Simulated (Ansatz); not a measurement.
# CH₃O (doublet): from Hartree-Fock to the top rungs, cc-pVDZ

The task here is to estimate one member of a computed series from the others.

Method: cc-pVDZ, core rule «outside noble gas», up to 2 orbitals frozen; program: Ansatz 0.2.0, Gaussian basis.

To be run: UHF; CCSD(T) on ROHF; CCSD(T) on UHF; BCCD(T) on ROHF; CISD; CCSDT(Q) on ROHF; CCSDT(Q) on UHF; CASSCF and NEVPT2, 13 electrons in 11 orbitals.

21 further runs of the same task are left out: 1 for a mislabelled method, 8 that didn't finish, 12 set aside as unsound or not needed.

## The system

The geometry is a PBE0/def2-TZVP stationary point (not a proven minimum).

5 atoms, charge 0, spin multiplicity 2.

Atoms are counted from 1 here; the program's logs count them from 0.

Bond lengths: O1–C2 1.356 Å, C2–H3 1.104 Å, C2–H4 1.098 Å, C2–H5 1.104 Å. Angles: O1–C2–H3 108.9°, O1–C2–H4 114.9°, O1–C2–H5 108.9°, H3–C2–H4 110.0°, H3–C2–H5 103.7°, H4–C2–H5 110.0°.

Coordinates:

```xyz
5
charge 0, multiplicity 2
O     0.00000    0.00111    0.69506
C     0.00000    0.00944   -0.66078
H     0.86864   -0.56942   -1.02145
H     0.00000    1.00884   -1.11620
H    -0.86864   -0.56942   -1.02145
```

The first run:

The input, in.yaml:

```yaml
crystal:
  periodic: [false, false, false]
  atoms:
    - {symbol: O, position_ang: [0.000000, 0.001105, 0.695061]}
    - {symbol: C, position_ang: [0.000000, 0.009438, -0.660775]}
    - {symbol: H, position_ang: [0.868643, -0.569422, -1.021453]}
    - {symbol: H, position_ang: [0.000000, 1.008845, -1.116196]}
    - {symbol: H, position_ang: [-0.868643, -0.569422, -1.021453]}
basis:
  gaussian: {orbitals: cc-pVDZ}
magnetization: {spin_polarized: true, initial_magnetization: 1}
hamiltonian: {xc: hf}
output: {orbitals: {seedname: orbitals}}
```

Run with:

```bash
$ ansatz run in.yaml --threads 1 --pin off --events-out ev --progress --plain --max-ram 2393MiB
```

Among the steps run: UHF; CCSD(T) on ROHF; CCSD(T) on UHF; BCCD(T) on ROHF; CISD; CCSDT(Q) on ROHF; CCSDT(Q) on UHF; CASSCF and NEVPT2, 13 electrons in 11 orbitals.

One of the session's tables, all rows but one given; the rest of the session is left out.

It belongs to the step «Misses and costs». 

| method | from UCCSDT(Q) (meV) |
| --- | --- |
| ROHF | +9006.3 |
| UHF | +8878.1 |
| RMP2 | +1065.0 |
| UMP2 | +1066.8 |
| CISD | +848.7 |
| RCCSD | +214.8 |
| UCCSD | +212.6 |
| RCCSD(T) | +31.0 |
| UCCSD(T) | +30.6 |
| BCCD(T) | +30.1 |
| RCCSDT | +13.5 |
| UCCSDT | +12.9 |
| RCCSDT(Q) | ? |
| UCCSDT(Q) | 0 |
| CASSCF valence | +6409.4 |
| NEVPT2 valence | +1167.1 |

Estimate the missing values for RCCSDT(Q).

As computed: from UCCSDT(Q) (meV): +1.1. In the column «from UCCSDT(Q) (meV)» it lies between UCCSDT(Q) (0) and UCCSDT (+12.9).

With the free atoms at the same levels and basis (separate runs), the atomisation energy is 15.967 eV at UCCSDT(Q), 15.953 eV at RCCSD(T), 15.950 eV at UCCSD(T), 12.428 eV at ROHF.

To keep in mind: Restricted and unrestricted rows rest on different reference determinants; where their highest levels disagree by more than a few hundredths of an eV, they describe different states and don't form one ladder.
